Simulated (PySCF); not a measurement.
How the method moves the HOMO and LUMO of `C=CC(=O)C=C`

Compound: C₅H₆O.
Geometry (PBE0-D3(BJ)/def2-SVP, Å), atoms numbered from 1 in this order:
```xyz
12
C5H6O angstrom
C     -2.3994    0.5113    0.1866
C     -1.2835    0.0221    0.7345
C      0.0296    0.1594    0.0437
O      0.1338    0.7185   -1.0302
C      1.2082   -0.4278    0.7409
C      2.4270   -0.3631    0.1976
H     -3.3729    0.4226    0.6744
H     -2.3415    1.0178   -0.7819
H     -1.3043   -0.4908    1.7012
H      1.0437   -0.9124    1.7084
H      3.3057   -0.7861    0.6900
H      2.5537    0.1285   -0.7720
```

Basis pcSseg-2 throughout (PySCF), one geometry. Isolated species at its PBE0-D3(BJ)/def2-SVP geometry (one conformer only).

Question: How do the orbital energies, the gap and the dipole change with the method?

Answer: 
```json
{"method": "B97-D", "kind": "GGA", "HOMO (eV)": "-5.86", "LUMO (eV)": "-3.17", "gap (eV)": "2.69", "μ (D)": "2.44", "SCF cycles": "17"}
{"method": "KT3", "kind": "GGA", "HOMO (eV)": "-6.01", "LUMO (eV)": "-3.21", "gap (eV)": "2.80", "μ (D)": "2.39", "SCF cycles": "16"}
{"method": "KT2", "kind": "GGA", "HOMO (eV)": "-6.04", "LUMO (eV)": "-3.24", "gap (eV)": "2.80", "μ (D)": "2.40", "SCF cycles": "17"}
{"method": "B3LYP", "kind": "global hybrid", "HOMO (eV)": "-7.22", "LUMO (eV)": "-2.57", "gap (eV)": "4.65", "μ (D)": "2.53", "SCF cycles": "15"}
{"method": "PBE0", "kind": "global hybrid", "HOMO (eV)": "-7.47", "LUMO (eV)": "-2.37", "gap (eV)": "5.11", "μ (D)": "2.50", "SCF cycles": "14"}
{"method": "mPW1PW91", "kind": "global hybrid", "HOMO (eV)": "-7.50", "LUMO (eV)": "-2.37", "gap (eV)": "5.13", "μ (D)": "2.51", "SCF cycles": "14"}
```

The HOMO spans 1.65 eV, from B97-D down to mPW1PW91, and the gap runs from 2.69 eV (B97-D) to 5.13 eV (mPW1PW91). Over the methods B97-D (0 %), KT3 (0 %), KT2 (0 %), B3LYP (20 %), PBE0 (25 %), mPW1PW91 (25 %), a straight line through the gap against the share of exact exchange rises by 0.94 eV for each 10 % (correlation coefficient 0.999). The dipole ranges from 2.39 D (KT3) to 2.53 D (B3LYP). This basis has no diffuse functions.

The vertical ΔSCF ionisation energy at CAM-B3LYP/def2-SVPD is 9.64 eV; −ε(HOMO) comes closest to it with mPW1PW91 (7.50 eV).
